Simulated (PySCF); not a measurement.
PySCF input (PBE/6-311++G(2d,2p)):

```python
import numpy as np, basis_set_exchange as bse
from pyscf import gto, scf, dft, df, tdscf

basis = {'C': gto.basis.parse(bse.get_basis('6-311++G(2d,2p)', elements=['C'], fmt='nwchem')), 'S': gto.basis.parse(bse.get_basis('6-311++G(2d,2p)', elements=['S'], fmt='nwchem'))}
mol = gto.M(
    atom='''
    C    -0.00000000   -0.00000000   -1.11416072
    S     0.00000000    0.00000000    0.41781027
    ''',
    basis=basis,
    charge=0,
    verbose=4,
    max_memory=1839,
)
mf = dft.RKS(mol, xc='pbe')
mf.grids.level = 3
mf = mf.density_fit(auxbasis=df.autoaux(mol))
mf.conv_tol = 1e-9
mf.max_cycle = 100
print('smallest overlap eigenvalue', np.linalg.eigvalsh(mol.intor('int1e_ovlp'))[0])
mf.kernel()
dip = mf.dip_moment()
td = tdscf.TDA(mf)
td.nstates = 4
td.kernel()
td.analyze()
osc = td.oscillator_strength()
```

Output:

```
PySCF version 2.14.0

[INPUT] verbose = 4
[INPUT] num. atoms = 2
[INPUT] num. electrons = 22
[INPUT] charge = 0
[INPUT] spin (= nelec alpha-beta = 2S) = 0
[INPUT] symmetry False subgroup None
[INPUT] Mole.unit = angstrom
[INPUT] Symbol           X                Y                Z      unit          X                Y                Z       unit  Magmom
[INPUT]  1 C      0.000000000000   0.000000000000  -1.114160720000 AA    0.000000000000   0.000000000000  -2.105458619548 Bohr   0.0
[INPUT]  2 S      0.000000000000   0.000000000000   0.417810270000 AA    0.000000000000   0.000000000000   0.789546982331 Bohr   0.0

nuclear repulsion = 33.1605575953628
number of shells = 26
number of NR pGTOs = 94
number of NR cGTOs = 62
basis = {'C': [[0, [4563.24, 0.00196665], [682.024, 0.0152306], [154.973, 0.0761269], [44.4553, 0.260801], [13.029, 0.616462], [1.82773, 0.221006]], [0, [20.9642, 0.11466], [4.80331, 0.919999], [1.45933, -0.00303068]], [0, [0.483456, 1.0]], [0, [0.145585, 1.0]], [0, [0.0438, 1.0]], [1, [20.9642, 0.0402487], [4.80331, 0.237594], [1.45933, 0.815854]], [1, [0.483456, 1.0]], [1, [0.145585, 1.0]], [1, [0.0438, 1.0]], [2, [1.252, 1.0]], [2, [0.313, 1.0]]], 'S': [[0, [93413.4, 0.000743], [13961.7, 0.005793], [3169.91, 0.029954], [902.456, 0.119028], [297.158, 0.368432], [108.702, 0.577299]], [0, [108.702, 0.143186], [43.1553, 0.624465], [18.1079, 0.283366]], [0, [5.56009, 1.0]], [0, [2.13183, 1.0]], [0, [0.420403, 1.0]], [0, [0.136045, 1.0]], [0, [0.0405, 1.0]], [1, [495.04, 0.008309], [117.221, 0.064024], [37.7749, 0.277614], [14.0584, 0.745076]], [1, [5.56574, 0.613712], [2.26297, 0.443818]], [1, [0.807994, 1.0]], [1, [0.27746, 1.0]], [1, [0.077141, 1.0]], [1, [0.0405, 1.0]], [2, [1.3, 1.0]], [2, [0.325, 1.0]]]}
ecp = {}
ETB for S: l = 0, exps = 0.081 * 1.8^n , n = 0..20
ETB for S: l = 1, exps = 0.081 * 1.8^n , n = 0..17
ETB for S: l = 2, exps = 0.081 * 1.8^n , n = 0..16
ETB for S: l = 3, exps = 0.3655 * 2.2^n , n = 0..6
ETB for C: l = 0, exps = 0.0876 * 1.8^n , n = 0..15
ETB for C: l = 1, exps = 0.0876 * 1.8^n , n = 0..13
ETB for C: l = 2, exps = 0.0876 * 1.8^n , n = 0..12
ETB for C: l = 3, exps = 0.3568 * 2.2^n , n = 0..3
smallest overlap eigenvalue 0.0006409085915261126

******** <class 'pyscf.df.df_jk.DFRKS'> ********
method = DFRKS
initial guess = minao
damping factor = 0
level_shift factor = 0
DIIS = <class 'pyscf.scf.diis.CDIIS'>
diis_start_cycle = 1
diis_space = 8
diis_damp = 0
SCF conv_tol = 1e-09
SCF conv_tol_grad = None
SCF max_cycles = 100
direct_scf = False
XC library pyscf.dft.libxc version 7.1.2
    S. Lehtola, C. Steigemann, M. J. T. Oliveira, and M. A. L. Marques,  SoftwareX 7, 1–5 (2018)
XC functionals = pbe
    J. P. Perdew, K. Burke, and M. Ernzerhof,  Phys. Rev. Lett. 77, 3865 (1996)
    J. P. Perdew, K. Burke, and M. Ernzerhof,  Phys. Rev. Lett. 78, 1396 (1997)
    J. P. Perdew, K. Burke, and M. Ernzerhof,  Phys. Rev. Lett. 77, 3865 (1996)
    J. P. Perdew, K. Burke, and M. Ernzerhof,  Phys. Rev. Lett. 78, 1396 (1997)
radial grids:
    Treutler-Ahlrichs [JCP 102, 346 (1995); DOI:10.1063/1.469408] (M4) radial grids

becke partition: Becke, JCP 88, 2547 (1988); DOI:10.1063/1.454033
pruning grids: <function nwchem_prune>
grids dens level: 3
symmetrized grids: False
atomic radii adjust function: <function treutler_atomic_radii_adjust>
small_rho_cutoff = 0
Set gradient conv threshold to 3.16228e-05
Initial guess from minao.
tot grids = 33000
init E= -436.134988016833
  HOMO = -0.297949048003771  LUMO = -0.127603759914441  gap/eV = 4.63533
cycle= 1 E= -436.003794901673  delta_E= 0.131  |g|= 0.25  |ddm|= 1.43
  HOMO = -0.227608305846654  LUMO = -0.0980987029969624  gap/eV = 3.52414
cycle= 2 E= -435.89241046706  delta_E= 0.111  |g|= 0.624  |ddm|= 1.23
  HOMO = -0.276598995878769  LUMO = -0.125232425206516  gap/eV = 4.11889
cycle= 3 E= -436.007307052889  delta_E= -0.115  |g|= 0.181  |ddm|= 0.977
  HOMO = -0.274246632571788  LUMO = -0.126090905942686  gap/eV = 4.03152
cycle= 4 E= -436.016294596695  delta_E= -0.00899  |g|= 0.0276  |ddm|= 0.128
  HOMO = -0.272440596391819  LUMO = -0.123886147334733  gap/eV = 4.04237
cycle= 5 E= -436.016501456896  delta_E= -0.000207  |g|= 0.00718  |ddm|= 0.0292
  HOMO = -0.272588171008786  LUMO = -0.124336640440712  gap/eV = 4.03413
cycle= 6 E= -436.016512927373  delta_E= -1.15e-05  |g|= 0.00127  |ddm|= 0.00512
  HOMO = -0.272378844797007  LUMO = -0.124182349584926  gap/eV = 4.03263
cycle= 7 E= -436.016513395738  delta_E= -4.68e-07  |g|= 0.000132  |ddm|= 0.00165
  HOMO = -0.272404611954335  LUMO = -0.124202033503234  gap/eV = 4.03280
cycle= 8 E= -436.016513400552  delta_E= -4.81e-09  |g|= 8.06e-06  |ddm|= 0.000234
  HOMO = -0.272403689447325  LUMO = -0.124201835802626  gap/eV = 4.03278
cycle= 9 E= -436.016513400568  delta_E= -1.68e-11  |g|= 1.14e-06  |ddm|= 1.54e-05
  HOMO = -0.272403867499082  LUMO = -0.12420176531823  gap/eV = 4.03278
Extra cycle  E= -436.016513400564  delta_E= 4.43e-12  |g|= 4.28e-06  |ddm|= 5.64e-06
converged SCF energy = -436.016513400564
Dipole moment(X, Y, Z, Debye):  0.00000, -0.00000,  2.04289

******** <class 'pyscf.tdscf.rks.TDA'> for <class 'pyscf.df.df_jk.DFRKS'> ********
nstates = 4 singlet
deg_eia_thresh = 1.000e-03
wfnsym = None
conv_tol = 1e-05
eigh lindep = 1e-12
eigh level_shift = 0
eigh max_cycle = 100
chkfile = tmpdisczldx

Excitation energies (eV)
[4.9103397  4.9103397  5.57814128 5.90351156]

** Singlet excitation energies and oscillator strengths **
Excited State   1:      4.91034 eV    252.50 nm  f=0.0103
      11 -> 12       -0.70168
Excited State   2:      4.91034 eV    252.50 nm  f=0.0103
      11 -> 13       -0.70168
Excited State   3:      5.57814 eV    222.27 nm  f=0.0000
       9 -> 12        0.48306
       9 -> 13        0.12903
      10 -> 12        0.12903
      10 -> 13       -0.48306
Excited State   4:      5.90351 eV    210.02 nm  f=0.0000
       9 -> 12        0.29600
       9 -> 13       -0.40260
      10 -> 12        0.40260
      10 -> 13        0.29600

** Transition electric dipole moments (AU) **
state          X           Y           Z        Dip. S.      Osc.
  1        -0.2614      0.1302     -0.0000      0.0853      0.0103
  2        -0.1302     -0.2614      0.0000      0.0853      0.0103
  3        -0.0000     -0.0000     -0.0000      0.0000      0.0000
  4        -0.0000     -0.0000     -0.0000      0.0000      0.0000

** Transition velocity dipole moments (imaginary part, AU) **
state          X           Y           Z        Dip. S.      Osc.
  1         0.0123     -0.0061     -0.0000      0.0002      0.0007
  2         0.0061      0.0123      0.0000      0.0002      0.0007
  3        -0.0000     -0.0000     -0.0000      0.0000      0.0000
  4        -0.0000     -0.0000     -0.0000      0.0000      0.0000

** Transition magnetic dipole moments (imaginary part, AU) **
state          X           Y           Z
  1        -0.6391     -1.2836      0.0000
  2         1.2836     -0.6391     -0.0000
  3         0.0000     -0.0000      0.0000
  4         0.0000     -0.0000     -0.0000
```
